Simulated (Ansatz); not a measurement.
Process, species as SMILES: N#N (N2) + H+ → N#[NH+]
B3LYP-D3(BJ)/def2-TZVP geometries, fixed; electronic energies without zero-point terms; positive where energy is released.
Largest species:
```
N
N 1 1.0860
H 1 1.0380 2 180.00
```
Charge +1, spin multiplicity 1.

How fast the proton affinity converges with the basis for several methods (Ansatz, a first-principles code): deviation from each method's own reference, in kcal/mol. References: CCSD(T) 122.97 kcal/mol, Hartree-Fock in aug-cc-pVQZ plus the correlation part extrapolated as X^-3 from aug-cc-pVTZ and aug-cc-pVQZ; HF 121.38 kcal/mol, the value in pcseg-4; MP2 121.26 kcal/mol, Hartree-Fock in aug-cc-pVQZ plus the correlation part extrapolated as X^-3 from aug-cc-pVTZ and aug-cc-pVQZ; PBE 124.30 kcal/mol, the value in pcseg-4; PBE0 123.85 kcal/mol, the value in pcseg-4; wB97M-V 120.30 kcal/mol, the value in pcseg-4. Cartesian d functions, on some or all atoms, in 6-31G*; all else is spherical. In correlated methods cores are frozen. No added dispersion term, no relativity. Functionals ending in -V hold VV10 correlation. 

| basis | functions | CCSD(T) | HF | MP2 | PBE | PBE0 | wB97M-V |
|---|---|---|---|---|---|---|---|
| STO-3G | 11 | 23.41 | 16.89 | 20.39 | 9.77 | 10.36 | 13.93 |
| 6-31G* | 32 | -1.42 | -3.67 | -1.61 | -0.75 | -1.93 | -1.41 |
| def2-SVP | 33 | 4.18 | -0.28 | 3.44 | 1.68 | 0.79 | 1.43 |
| 6-311+G** | 50 | 1.93 | -1.20 | 1.30 | -0.96 | -0.99 | -1.21 |
| def2-TZVP | 68 | -0.24 | -0.54 | -0.40 | -0.12 | -0.26 | -0.26 |
| pcseg-2 | 74 | 1.60 | 0.09 | 1.51 | 0.07 | 0.04 | 0.09 |
| def2-TZVPP | 76 | 1.26 | -0.13 | 1.18 | 0.32 | 0.15 | 0.15 |
| 6-311++G(3df,3pd) | 96 | 0.81 | -0.73 | 0.78 | -0.35 | -0.45 | -0.63 |

Mean absolute deviation over 6-311+G**, def2-TZVP, pcseg-2, def2-TZVPP, 6-311++G(3df,3pd): PBE 0.36, PBE0 0.38, wB97M-V 0.47, HF 0.54, MP2 1.03, CCSD(T) 1.17 kcal/mol.
